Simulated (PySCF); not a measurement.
C₅H₁₁P.
Atom-mapped SMILES: `[CH3:1][CH2:2][P:3]1[CH2:4][CH2:5][CH2:6]1`

Geometry (PBE0-D3(BJ)/def2-SVP, Å), atoms numbered from 1 in this order:
```xyz
17
C5H11P angstrom
C      2.2763   -0.8745    0.3478
C      1.1997    0.1499    0.6743
P      0.3464    0.7775   -0.8586
C     -1.2192    1.4798   -0.0749
C     -1.8873    0.0932   -0.0774
C     -0.9411   -0.5836   -1.0844
H      3.0378   -0.4541   -0.3277
H      1.8513   -1.7620   -0.1479
H      2.7890   -1.2218    1.2583
H      1.6486    1.0362    1.1550
H      0.4699   -0.2625    1.3915
H     -1.1067    1.9797    0.8991
H     -1.6959    2.1876   -0.7710
H     -1.8045   -0.3799    0.9131
H     -2.9574    0.0800   -0.3454
H     -0.6262   -1.6145   -0.8611
H     -1.3244   -0.5615   -2.1165
```

Probes without a nucleus sit at each ring's centroid and 1 Å off its mean plane on both sides; NICS is minus the shielding there, NICSzz its component along the normal. Level: GIAO KT3/pcSseg-1 (PySCF, non-relativistic, gas phase) on the PBE0-D3(BJ)/def2-SVP geometry, one conformer.

Ring bond lengths (Å): P3–C4 1.886, C4–C5 1.539, C5–C6 1.539, C6–P3 1.887.

What do the NICS probes read (ppm)?

```
       ring                                             type  NICS(0)  NICS(1), two faces  NICS(1)zz, two faces  rms pucker (Å)  centre to ring atoms, mean (Å)
P3–C4–C5–C6  4-membered ring with P; formal bonds all single      3.6           0.7 / 1.2             7.3 / 8.4            0.11                            1.20
```

What do they say, and how far can they be read as aromaticity?

- P3–C4–C5–C6: mean NICS(1)zz 7.9 ppm, deshielded. C4, C5, C6 have four or more neighbours, so the value isn't read as a sign of a π ring current.

How do the values depend on the level or the medium?

```json
{"level": "KT3/pcSseg-1, gas", "NICS(0), P3–C4–C5–C6": "3.6", "mean NICS(1)zz, P3–C4–C5–C6": "7.9"}
{"level": "PBE0/pcSseg-1, gas", "NICS(0), P3–C4–C5–C6": "3.0", "mean NICS(1)zz, P3–C4–C5–C6": "7.3"}
{"level": "PBE0/pcSseg-1, IEF-PCM benzene", "NICS(0), P3–C4–C5–C6": "3.0", "mean NICS(1)zz, P3–C4–C5–C6": "7.2"}
```

The geometry is the same throughout; the continuum's cavity takes Bondi-type radii × 1.2.
